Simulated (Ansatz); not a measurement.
hydrogen peroxide (SMILES OO) moved off its minimum; all values from Ansatz (a quantum-chemistry and plane-wave program), cores frozen in correlated methods.
(charge 0, multiplicity 1)
```xyz
4

O     -0.65616    -0.00938     0.29911
O      0.67709    -0.07029    -0.33708
H     -1.17651     0.42413    -0.45222
H      1.11666     0.42835     0.35139
```

Forces at HF/def2-TZVPP (eV/Å):

| atom | Fx | Fy | Fz |
|---|---|---|---|
| O1 | 0.365 | 1.157 | -3.953 |
| O2 | -2.103 | 0.777 | 2.341 |
| H3 | 1.575 | -1.428 | 2.536 |
| H4 | 0.163 | -0.506 | -0.924 |

Q: Give the forces (eV/Å), the total energy and the dipole at CCSD(T)/aug-cc-pVTZ.

A: 
```csv
atom,Fx,Fy,Fz
O1,-1.035,0.653,-1.710
O2,-0.553,-0.080,0.149
H3,0.983,-0.805,1.448
H4,0.604,0.233,0.113
```
Energy -151.3717 hartree, dipole 1.51 D.
